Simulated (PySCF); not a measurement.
Which level of theory gave which numbers?

Compound: ethenethiol, C2H4S.
SMILES: `C=CS`

The closed-shell ground state was solved 3 times with PySCF (density fitting, gas phase), always in the aug-cc-pVTZ basis (234 functions), with these functionals: CAM-B3LYP, PBE0 and wB97X-D. The structure is a single PBE0-D3(BJ)/def2-TZVP conformer in the gas phase; no vibrational or solvent corrections.

```json
{"row": "P", "total energy (Eh)": "-476.7966", "HOMO (eV)": "-8.39", "LUMO (eV)": "0.88", "dipole (D)": "0.87"}
{"row": "Q", "total energy (Eh)": "-476.5890", "HOMO (eV)": "-6.59", "LUMO (eV)": "-0.19", "dipole (D)": "0.83"}
{"row": "R", "total energy (Eh)": "-476.7902", "HOMO (eV)": "-7.86", "LUMO (eV)": "0.26", "dipole (D)": "0.85"}
```

Which functional belongs to which row?

P = wB97X-D, Q = PBE0, R = CAM-B3LYP. By rising HOMO–LUMO gap: PBE0 (global hybrid, 25 % exact exchange) 6.40 eV; CAM-B3LYP (range-separated hybrid) 8.12 eV; wB97X-D (range-separated hybrid) 9.27 eV. Total energies of different functionals aren't bounds to one another; each is stationary for its own functional.

Conformer computed: `[CH2:1]=[CH:2][SH:3]`: H–S3–C2–C1 -2°.

wB97X-D is run here without its empirical dispersion term; that term would change no orbital, density or response property at a fixed geometry.
